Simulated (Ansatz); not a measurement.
# BO (quartet): the correlation ladder, def2-QZVPP

One table from this session's results is given with a row withheld; the runs are named, their logs left out.

Program: Ansatz 0.2.0, Gaussian basis. Level of theory: def2-QZVPP, core rule «outside noble gas», up to 2 orbitals frozen. These are calculated values, not measurements.

To be run: UHF; ROHF; CCSD(T) on UHF.

## The geometry

The geometry is a PBE0/def2-TZVP stationary point (not a proven minimum).

2 atoms, charge 0, spin multiplicity 4.

Atoms are counted from 1 here; the program's logs count them from 0.

Bond lengths: B1–O2 1.403 Å.

As a file:

```xyz
2
charge 0, multiplicity 4
B     0.0000    0.0000    0.0000
O     0.0000    0.0000    1.4032
```

Set-up of the first run:

in.yaml reads:

```yaml
crystal:
  periodic: [false, false, false]
  atoms:
    - {symbol: B, position_ang: [0.000000, 0.000000, 0.000000]}
    - {symbol: O, position_ang: [0.000000, 0.000000, 1.403204]}
basis:
  gaussian: {orbitals: "def2-QZVPP.json"}
magnetization: {spin_polarized: true, initial_magnetization: 3}
hamiltonian: {xc: hf}
output: {orbitals: {seedname: orbitals}}
```

On the command line:

```console
> ansatz run in.yaml --threads 1 --pin off --events-out ev --progress --plain --max-ram 2393MiB
```

Steps of the session up to this table: UHF; ROHF; CCSD(T) on UHF.

One table of the session follows, with a row left open; its other results are not shown here.

| method | from UCCSD(T) (kcal/mol) |
| --- | --- |
| ROHF | +171.37 |
| UHF | +167.79 |
| UMP2 | +16.36 |
| UCCSD | ? |
| UCCSD(T) | 0 |

**Question.** Estimate the row for UCCSD.

The run gave: from UCCSD(T) (kcal/mol): +6.34. In the column «from UCCSD(T) (kcal/mol)» it lies between UCCSD(T) (0) and UMP2 (+16.36).
